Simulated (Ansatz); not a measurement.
# SiH4 (singlet): wave-function methods side by side at distance Si1–H5 = 1.485 Å, cc-pVDZ

How much of the correlation energy of SiH4 (singlet) does each wave-function method recover here?

Method: cc-pVDZ, core rule «outside noble gas», up to 5 orbitals frozen; program: Ansatz 0.2.0, Gaussian basis.

Plan: UHF; CCSD(T) on RHF; BCCD(T) on RHF; CISD; CCSDT(Q) on RHF; CASSCF and MRCISD+Q, 2 electrons in 2 orbitals; CASSCF and NEVPT2, 2 electrons in 2 orbitals; CASSCF and MRCISD+Q, 8 electrons in 8 orbitals; CASSCF and NEVPT4(SD), 8 electrons in 8 orbitals; CASSCF and NEVPT2, 8 electrons in 8 orbitals.

18 further runs of the same task are left out: 2 for a mislabelled method, 12 that didn't finish, 4 set aside as unsound or not needed.

**1. The geometry**

The geometry derives from a PBE0/def2-TZVP stationary point (not a proven minimum). One bond is set to the value named and the two fragments are kept rigid.

5 atoms, charge 0, spin multiplicity 1.

Atoms are counted from 1 here; the program's logs count them from 0.

Bond lengths: Si1–H2 1.485 Å, Si1–H3 1.485 Å, Si1–H4 1.485 Å, Si1–H5 1.485 Å. Angles: H2–Si1–H3 109.5°, H2–Si1–H4 109.5°, H2–Si1–H5 109.5°, H3–Si1–H4 109.5°, H3–Si1–H5 109.5°, H4–Si1–H5 109.5°.

**2. UHF**

in.yaml reads:

```yaml
crystal:
  periodic: [false, false, false]
  atoms:
    - {symbol: Si, position_ang: [0.000000, 0.000000, 0.000000]}
    - {symbol: H, position_ang: [0.855850, 0.858745, 0.856831]}
    - {symbol: H, position_ang: [-0.859551, -0.854424, 0.857445]}
    - {symbol: H, position_ang: [-0.854730, 0.855535, -0.861149]}
    - {symbol: H, position_ang: [0.858431, -0.859856, -0.853127]}
basis:
  gaussian: {orbitals: cc-pVDZ}
magnetization: {spin_polarized: true, initial_magnetization: 0}
hamiltonian: {xc: hf}
output: {orbitals: {seedname: orbitals}}
```

The run is started by

```
> ansatz run in.yaml --threads 1 --pin off --events-out ev --progress --plain --max-ram 2393MiB
```

Further steps of the session: CCSD(T) on RHF; BCCD(T) on RHF; CISD; CCSDT(Q) on RHF; CASSCF and MRCISD+Q, 2 electrons in 2 orbitals; CASSCF and NEVPT2, 2 electrons in 2 orbitals; CASSCF and MRCISD+Q, 8 electrons in 8 orbitals; CASSCF and NEVPT4(SD), 8 electrons in 8 orbitals; CASSCF and NEVPT2, 8 electrons in 8 orbitals.

**Question.** What will the summary of the whole plan be? Wanted: RCCSDT(Q) below the RHF energy; RMP2 from RCCSDT(Q); RCCSD from RCCSDT(Q); RCCSD(T) from RCCSDT(Q); NEVPT2 pair from RCCSDT(Q); MRCISD+Q pair from RCCSDT(Q); NEVPT2 valence from RCCSDT(Q); T1 diagnostic; effectively unpaired electrons.

**Answer**, as computed:

| quantity | value |
| --- | --- |
| RCCSDT(Q) below the RHF energy | -4.0951 eV |
| RMP2 from RCCSDT(Q) | +89.5 kJ/mol |
| RCCSD from RCCSDT(Q) | +8.1 kJ/mol |
| RCCSD(T) from RCCSDT(Q) | +1.7 kJ/mol |
| NEVPT2 pair from RCCSDT(Q) | +90.4 kJ/mol |
| MRCISD+Q pair from RCCSDT(Q) | -1.3 kJ/mol |
| NEVPT2 valence from RCCSDT(Q) | +82.1 kJ/mol |
| levels within 1 kcal/mol (43 meV) | RCCSD(T), BCCD(T), RCCSDT, MRCISD+Q pair, MRCISD+Q valence |
| T1 diagnostic | 0.010 |
| effectively unpaired electrons | 0.01 |

What this shows: RCCSD(T) lands +1.7 kJ/mol from the yardstick (0.4 % of the correlation energy). One determinant dominates. Of the multireference levels listed MRCISD+Q valence comes nearest in total energy (+1.0 kJ/mol), which doesn't show that its space is the better one. These misses are within one basis, not against nature.
